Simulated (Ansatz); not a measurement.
Task: a ladder of methods at one geometry of C4H7Cl, SMILES C/C=C/CCl, with the Python package of Ansatz (0.2.0). Give the script and its output. Use (for the species named): BLYP, def2-SVP basis, multiplicity 1. The script varies functional: blyp, b3lyp, r2scan0, hse06.

| atom | x (Å) | y (Å) | z (Å) |
| --- | --- | --- | --- |
| C | -1.9702 | 0.0658 | -0.1643 |
| C | -0.5476 | -0.3873 | -0.2324 |
| C | 0.4830 | 0.3004 | 0.2856 |
| C | 1.9103 | -0.1427 | 0.2244 |
| Cl | 2.8708 | 1.0617 | -0.6584 |
| H | -2.5736 | -0.6800 | 0.3619 |
| H | -2.0760 | 1.0215 | 0.3587 |
| H | -2.3722 | 0.1834 | -1.1752 |
| H | -0.3698 | -1.3305 | -0.7450 |
| H | 0.2970 | 1.2435 | 0.7957 |
| H | 2.3219 | -0.2317 | 1.2338 |
| H | 2.0263 | -1.1040 | -0.2848 |

The script, `methods.py`:
```python
# -*- coding: utf-8 -*-
'''C4H7Cl at several levels of theory.'''

from pathlib import Path

import ansatz as az
from ase import Atoms
import numpy as np


def main():
    atoms = Atoms(['C', 'C', 'C', 'C', 'Cl', 'H', 'H', 'H', 'H', 'H', 'H', 'H'], positions=[
        (-1.9702, 0.0658, -0.1643),
        (-0.5476, -0.3873, -0.2324),
        (0.483, 0.3004, 0.2856),
        (1.9103, -0.1427, 0.2244),
        (2.8708, 1.0617, -0.6584),
        (-2.5736, -0.68, 0.3619),
        (-2.076, 1.0215, 0.3587),
        (-2.3722, 0.1834, -1.1752),
        (-0.3698, -1.3305, -0.745),
        (0.297, 1.2435, 0.7957),
        (2.3219, -0.2317, 1.2338),
        (2.0263, -1.104, -0.2848),
    ])
    molecule = az.Crystal.molecule_from_ase(atoms)

    base = molecule.calculation().basis(gaussian='def2-SVP')

    print('functional    E (Ha)        dipole (D)   HOMO (eV)  LUMO (eV)')
    for name in ['blyp', 'b3lyp', 'r2scan0', 'hse06']:
        report = base.functional(name).forces().orbitals().run(threads=1, pin='off', runs_dir='runs').report
        lines = Path(report['orbitals_path']).read_text().splitlines()
        field_of = lambda key: [line.split('=')[1].strip() for line in lines if line.startswith(key)]
        orbitals = [(27.211386 * float(e), s, float(n)) for e, s, n in zip(field_of('Ene='), field_of('Spin='), field_of('Occup='))]
        homo = max(e for e, _, n in orbitals if n > 0.5)
        lumo = min(e for e, _, n in orbitals if n < 0.5)
        dipole = 4.803205 * np.linalg.norm(report['charge_distribution']['dipole_moment_e_ang'])
        print(f'{name:10s} {report["free_energy_ev"] / 27.211386246:14.6f} {dipole:9.3f} {homo:11.3f} {lumo:10.3f}')


if __name__ == '__main__':
    main()
```

```console
$ python methods.py
functional    E (Ha)        dipole (D)   HOMO (eV)  LUMO (eV)
blyp          -616.455403     1.908      -5.863     -0.662
b3lyp         -616.575366     2.023      -6.989     -0.017
r2scan0       -616.411818     2.234      -7.444      0.221
hse06         -616.198041     2.130      -6.871     -0.242
```

Caveats:
- Total energies depend on the basis set; only differences at equal settings carry meaning.
- The geometry is a force-field or estimated start, not a minimum of this method, and the basis set is short of its limit. A lower total doesn't mark the better method: functionals have no common bound, and MP2 and coupled cluster aren't variational.
- b3lyp holds the VWN-RPA fit, as in Gaussian; the form of ORCA and Turbomole is b3lyp5.
- Levels such as HOMO and LUMO are orbital energies: with these approximate functionals they aren't the ionisation energy and electron affinity, and their gap isn't the fundamental gap.
- hse06 follows the composition of plane-wave codes, whose totals differ by tens of mHa, up to about 0.1 Ha, from the form usual in Gaussian-basis programs (wpbeh).
- Run time: 20 s on 1 thread of Arm Neoverse V2 (shared host), peak memory 0.32 GiB.
